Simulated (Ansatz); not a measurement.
in.yaml

```yaml
crystal:
  periodic: [false, false, false]
  atoms:
    - {symbol: C, position_ang: [0.000000, 0.000000, 0.704600]}
    - {symbol: Be, position_ang: [0.000000, 0.000000, 2.328800]}
    - {symbol: H, position_ang: [0.000000, 0.000000, -3.033400]}
basis:
  gaussian: {orbitals: 6-31G}
magnetization: {spin_polarized: false, initial_magnetization: 1}
correlation: {method: sc_nevpt2, electrons: outside_noble_gas, active_space: {window: {electrons: 7, orbitals: 9}, shells: [{species: Be, l: s, shell: 2}, {species: Be, l: p, shell: 2}, {species: C, l: s, shell: 2}, {species: C, l: p, shell: 2}, {species: H, l: s, shell: 1}]}}
```

```sh
$ ansatz run in.yaml --threads 1 --pin off --events-out ev --progress --plain --max-ram 2393MiB
```

Log:

```
441 factors; integrals over basis functions are off by at most 1.2e-7 eV
mean field evaluation 1: about -1425.7138 eV, gradient 1.8e1 eV
mean field evaluation 2: about -1425.7143 eV, gradient 1.8e1 eV
mean field evaluation 4: about -1427.8940 eV, gradient 1.8e1 eV
mean field evaluation 8: about -1433.1473 eV, gradient 3.8e0 eV
mean field evaluation 16: about -1433.4262 eV, gradient 9.1e-4 eV
mean field evaluation 32: about -1433.3271 eV, gradient 4.6e0 eV
mean field evaluation 64: about -1425.8868 eV, gradient 1.1e1 eV
mean field evaluation 96: about -1433.1468 eV, gradient 3.7e0 eV
mean field evaluation 128: about -1429.0093 eV, gradient 7.5e-1 eV
mean field evaluation 160: about -1433.4249 eV, gradient 1.8e-1 eV
mean field -1433.42617728 eV, -52.6774404038 hartree, gradient 6.7e-6 eV, S^2 0.750000; 12 other end points of the search recorded, 0 dependent functions left out
reference -1433.42617728 eV, -52.6774404038 hartree; 6, 5 occupied and 14, 15 virtual orbitals, 441 factors
state -1438.35102654 eV, -52.8584252761 hartree
state -1438.35102654 eV, -52.8584252761 hartree; corrected -1438.82128426 eV, -52.8757069283 hartree
Total energy: -1438.82128426 eV, -52.8757069283 hartree
Checks for a lower state left out: starts, orbital_swaps
```

For the same geometry and basis full CI lies 187.9 meV lower.

Ran on 1 thread of AMD EPYC 7B13, shared host: 3 s wall, 0.11 GiB peak host memory.
